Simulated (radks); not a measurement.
**B²⁺ in [He] 3d1: an all-electron calculation**

One table from this session's results is given with a row withheld; the runs are named, their logs left out.

Method: non-relativistic Kohn-Sham, OLYP, spin-polarised, spherical densities, point nucleus; open shells are filled with parallel spins first. Code: radks (a radial shooting solver on a logarithmic mesh, Libxc functionals) version 1.

## The atom as given

| Item | Value |
| --- | --- |
| element | boron (Z = 5) |
| charge | +2 |
| electrons | 3 |
| configuration | [He] 3d1 |

The outer shells:

B²⁺
```
[He] core
3d [↑ ][  ][  ][  ][  ]
```

Set-up of the first run:

Settings of this run:

```text
Z 5
configuration [He] 3d1 2s0 2p0 4d0 4f0
relativity non-relativistic
functional optx,lyp
spin polarised
nucleus point
```

Launch:

```sh
python run_ks.py task.json out
```

The same process makes all the runs of this session.

One of the session's tables, all rows but one given; the rest of the session is left out.

It belongs to the step «Shells». From the orbitals of this run (lengths in bohr):

```
  level     <r>  outermost maximum (interpolated)  90 % within
  1s up  0.3261                             0.210        0.586
1s down  0.3264                             0.210        0.586
  2s up   1.584                              1.32         2.46
  2p up   1.493                              1.09         2.45
  3d up       ?                                 ?            ?
  4f up   6.367                              5.82         9.27
```

Q: Estimate the row for 3d up from the others.

**Answer.** <r>: 3.430; outermost maximum (interpolated): 2.99; 90 % within: 5.14. In the column «<r>» it lies between 2s up (1.584) and 4f up (6.367).
